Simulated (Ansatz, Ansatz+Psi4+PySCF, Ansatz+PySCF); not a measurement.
```json
{"atom": "N", "x (Å)": "-1.8196", "y (Å)": "0.0000", "z (Å)": "0.0000"}
{"atom": "H", "x (Å)": "-0.7826", "y (Å)": "0.0000", "z (Å)": "0.0000"}
{"atom": "N", "x (Å)": "1.6804", "y (Å)": "0.0000", "z (Å)": "0.0000"}
{"atom": "H", "x (Å)": "2.7174", "y (Å)": "0.0000", "z (Å)": "0.0000"}
```

Basis set: cc-pVTZ (spherical functions). Correlated methods keep 2 orbitals frozen. Correlation on ROHF uses semicanonical orbitals with singles. Charge 0, multiplicity 5.

Computed with Ansatz (development build ahead of 0.2.0); each method stands on the lowest determinant of its kind that the runs found.

The atomization energy at this shape (free ground-state atoms in the same class of orbitals less the molecule, no zero-point energy) of quintet N₂H₂:

```csv
method,atomization energy
ROHF-MP2,6.76 eV
UHF-MP2,6.71 eV
```

(1) What does UHF-CCSD(T) give?

Results:

(1) 6.96 eV.
